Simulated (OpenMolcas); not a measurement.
# One shape, several levels: triplet HNO

Wanted: a comparison of 6 runs (UHF/STO-3G, UB3LYP/STO-3G, UPBE/STO-3G, UPBE0/STO-3G, USVWN5/STO-3G, ROMP2/STO-3G) of triplet HNO. 

The calculation is run with OpenMolcas 26.06.

1 further run of the same task is left out (for a known fault of the program).

**1. The molecule**

HNO has 3 atoms, charge 0, and is taken as a triplet. As SMILES of the parent species, `N=O`. The shape is that of a PBE0-D4/def2-TZVP optimisation. That shape belongs to the parent species and isn't relaxed for this state.

Bond lengths: N1–O2 1.190 Å, N1–H3 1.063 Å. Angles: O2–N1–H3 108.9°.

**2. A single-point energy at UHF/STO-3G (run 1)**

File input.xyz:

```xyz
3

N     -0.283700     0.312790    -0.117160
O      0.755300     0.397200     0.456500
H     -0.471600    -0.709980    -0.339350
```

File run.inp:

```
>>> EXPORT MOLCAS_PRINT=2

&GATEWAY
  BasLib=$CurrDir
  Coord=input.xyz
  Basis=STO-3G
  Group=NoSym

&SEWARD

&SCF
  UHF
  Spin=3
  Thresholds=1e-10 1e-07 1e-07 1e-05
  PrOrbitals=1 1
```

The basis set STO-3G is read from a file made from the Basis Set Exchange's data (not shown).

On the command line:

```console
$ export MOLCAS_MEM=1860
$ pymolcas run.inp > run.log
```

Log:

```text
--- Start Module: gateway ---
[...]
--- Stop Module: gateway /rc=_RC_ALL_IS_WELL_ ---
--- Start Module: seward ---
[...]
      Basis functions           11
--- Stop Module: seward /rc=_RC_ALL_IS_WELL_ ---
--- Start Module: scf ---
[...]
       Convergence after  21 Iterations
[...]
::    Total SCF energy                               -128.0634226844
[...]
      Total spin, S                                     1.0017956064
[...]
      Total electronic charge=   16.000000
      Total            charge=   -0.000000
[...]
      Dipole Moment (debye):
      Origin of the operator (angstrom)=    0.2462    0.3231    0.1716
                   X=  1.4144E-02               Y= -1.5145E+00               Z= -1.7037E-01           Total=  1.5241E+00
      Quadrupole Moment (debye*angstrom):
[...]
--- Stop Module: scf /rc=_RC_ALL_IS_WELL_ ---
[...]
```

Run time: 2.5 s. Hardware: 1 thread of Arm Neoverse V2, shared host; peak memory 0.37 GiB.

**3. A single-point energy at UB3LYP/STO-3G (run 2)**

input.xyz is that of step 2.

File run.input:

```
&gateway
 baslib = $CurrDir
 coord = input.xyz
 basis = STO-3G
 group = NoSym

&seward
 gridinput
 Grid=UltraFine
 End of Grid

&scf
 uhf
 spin = 3
 ksdft = B3LYP
 thresholds = 1e-10 1e-07 1e-07 1e-05
 prorbitals = 1 1
```

The basis set STO-3G is read from a file made from the Basis Set Exchange's data (not shown).

On the command line:

```console
$ export MOLCAS_MEM=1860
$ pymolcas run.input > run.log
```

Log:

```text
--- Start Module: gateway ---
[...]
--- Stop Module: gateway /rc=_RC_ALL_IS_WELL_ ---
--- Start Module: seward ---
[...]
      Basis functions           11
--- Stop Module: seward /rc=_RC_ALL_IS_WELL_ ---
--- Start Module: scf ---
[...]
       Convergence after  15 Iterations
[...]
::    Total KS-DFT energy                            -128.6620364497
[...]
      Total spin, S                                     1.0003394490
[...]
      Total electronic charge=   16.000000
      Total            charge=   -0.000000
[...]
      Dipole Moment (debye):
      Origin of the operator (angstrom)=    0.2462    0.3231    0.1716
                   X= -1.4314E-01               Y= -1.3579E+00               Z= -2.3731E-01           Total=  1.3859E+00
      Quadrupole Moment (debye*angstrom):
[...]
--- Stop Module: scf /rc=_RC_ALL_IS_WELL_ ---
[...]
```

It took 4.8 s on 1 thread of Arm Neoverse V2, shared host; peak memory 0.37 GiB.

Runs 3 to 5 aren't shown in full; the table further down has their settings and results.

**4. The energy at ROMP2/STO-3G (run 6)**

input.xyz is that of step 3.

File run.input:

```
&GATEWAY
 BasLib = $CurrDir
 Coord = input.xyz
 Basis = STO-3G
 Group = NoSym

&SEWARD

&SCF
 UHF
 Spin = 3
 Thresholds = 1e-10 1e-07 1e-07 1e-05
 PrOrbitals = 1 1

&RASSCF
 FileOrb = $Project.UnaOrb
 Spin = 3
 Nactel = 2 0 0
 Inactive = 7
 Ras2 = 2
 OutOrbitals = Canonical
 OrbListing = Nothing

&CASPT2
 IPEA = 0.0
 Frozen = 2
```

The basis set STO-3G is read from a file made from the Basis Set Exchange's data (not shown).

On the command line:

```console
$ export MOLCAS_MEM=1860
$ pymolcas run.input > run.log
```

Log:

```text
--- Start Module: gateway ---
[...]
--- Stop Module: gateway /rc=_RC_ALL_IS_WELL_ ---
[...]
      Basis functions           11
[...]
       Convergence after  21 Iterations
[...]
::    Total SCF energy                               -128.0634226844
[...]
      Total spin, S                                     1.0017956064
[...]
--- Start Module: rasscf ---
[...]
      Number of active orbitals                  2
[...]
      Spin quantum number                      1.0
[...]
      Active orbitals                            2
[...]
      Number of CSFs                             1
[...]
      Number of root(s) required                 1
[...]
      Convergence after  7 iterations
[...]
      printout of CI-coefficients larger than  0.05 for root  1
      energy=    -128.061145
      conf/sym  11     Coeff  Weight
             1  uu   1.00000 1.00000
      Natural orbitals and occupation numbers for root  1
      sym 1:   1.000000   1.000000
      ************************************************************************************************************************
      *                                                    Final results                                                     *
[...]
::    RASSCF root number  1 Total energy:   -128.06114545
[...]
      Total electronic charge=   16.000000
      Total            charge=   -0.000000
[...]
      Dipole Moment (debye):
      Origin of the operator (angstrom)=    0.2462    0.3231    0.1716
                   X= -1.3747E-03               Y= -1.5359E+00               Z= -1.8131E-01           Total=  1.5466E+00
      Quadrupole Moment (debye*angstrom):
[...]
--- Stop Module: rasscf /rc=_RC_ALL_IS_WELL_ ---
--- Start Module: caspt2 ---
[...]
 ###    WARNING: User changed nr of frozen orbitals.                         ###
 ###############################################################################
[...]
      E2 (Variational):          -0.0789510847
      Total energy:            -128.1400965390
[...]
      Reference weight:           0.96050
[...]
::    CASPT2 Root  1     Total energy:   -128.14009654
[...]
--- Stop Module: caspt2 /rc=_RC_ALL_IS_WELL_ ---
[...]
```

Wall time 3.3 s (1 thread of Arm Neoverse V2, shared host); peak memory 0.36 GiB.

**5. Overview of the runs**

| run | level | integration grid | frozen core orbitals | energy (Eh) | dipole moment (D) | HOMO energy (eV) | ⟨S²⟩ | wall time |
| --- | --- | --- | --- | --- | --- | --- | --- | --- |
| 1 | UHF/STO-3G | – | – | -128.063423 | 1.52 | -8.83 | 2.005 | 2.5 s |
| 2 | UB3LYP/STO-3G | UltraFine | – | -128.662036 | 1.39 | -2.74 | 2.001 | 4.8 s |
| 3 | UPBE/STO-3G | UltraFine | – | -128.534795 | 1.35 | -0.84 | 2.000 | 4.8 s |
| 4 | UPBE0/STO-3G | UltraFine | – | -128.552202 | 1.41 | -3.08 | 2.001 | 4.2 s |
| 5 | USVWN5/STO-3G | UltraFine | – | -127.668493 | 1.41 | -0.68 | 2.000 | 3.6 s |
| 6 | ROMP2/STO-3G | – | 2 | -128.140097 | – | – | – | 3.3 s |

**6. Outcome**

```
           quantity          value
run 6: total energy  -128.14010 Eh
```

In words: Over runs 1, 2, 3, 4, 5 the dipole moment (its size) runs from 1.35 D (UPBE/STO-3G) to 1.52 D (UHF/STO-3G). Totals of different functionals can't be ranked against each other. In runs 1, 2, 3, 4, 5, 6 the basis is minimal, so the values are rough. All runs together took 23 s, the longest 4.8 s.
